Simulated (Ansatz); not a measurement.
Basis sets compared for BO2H. Charge 0, multiplicity 1. Geometry PBE0-D4/def2-TZVP. Ansatz on 4 threads of Arm Neoverse V2 on a shared host; times are rough, and most runs start from earlier orbitals.

```xyz
4

B     0.054   -0.382    0.332
O    -0.592    0.466   -0.450
O     0.599   -1.179    1.062
H    -0.061    1.096   -0.943
```

The structure comes from a short search, and lower isomers may exist.

Binding counts from free atoms (B doublet, O triplet, H doublet) in the same basis, without a counterpoise term.

```json
{"level": "PBE-D4/def2-SVP", "functions": "47", "energy (Eh)": "-175.6576", "HOMO (eV)": "-7.48", "LUMO (eV)": "-0.72", "binding per atom (eV)": "5.09", "wall time": "0.2 s"}
{"level": "PBE-D4/def2-TZVP", "functions": "99", "energy (Eh)": "-175.8671", "HOMO (eV)": "-7.77", "LUMO (eV)": "-1.32", "binding per atom (eV)": "5.02", "wall time": "0.35 s"}
{"level": "r2SCAN-D4/def2-TZVP", "functions": "99", "energy (Eh)": "-175.9709", "HOMO (eV)": "-8.10", "LUMO (eV)": "-0.63", "binding per atom (eV)": "4.88", "wall time": "0.75 s"}
{"level": "PBE0-D4/def2-SVP", "functions": "47", "energy (Eh)": "-175.6566", "HOMO (eV)": "-9.16", "LUMO (eV)": "0.21", "binding per atom (eV)": "4.88", "wall time": "0.25 s"}
{"level": "PBE0-D4/def2-TZVP (with forces)", "functions": "99", "energy (Eh)": "-175.8648", "HOMO (eV)": "-9.39", "LUMO (eV)": "-0.48", "binding per atom (eV)": "4.82", "wall time": "0.65 s"}
```

Problem. Estimate the rows for PBE-D4/def2-TZVPD, r2SCAN-D4/def2-TZVPD, PBE0-D4/def2-TZVPD.

Solution. 
| level | functions | energy (Eh) | HOMO (eV) | LUMO (eV) | binding per atom (eV) | wall time |
| --- | --- | --- | --- | --- | --- | --- |
| PBE-D4/def2-TZVPD | 126 | -175.8688 | -7.84 | -1.63 | 5.02 | 0.5 s |
| r2SCAN-D4/def2-TZVPD | 126 | -175.9721 | -8.14 | -0.99 | 4.88 | 0.95 s |
| PBE0-D4/def2-TZVPD | 126 | -175.8662 | -9.43 | -0.92 | 4.82 | 0.55 s |
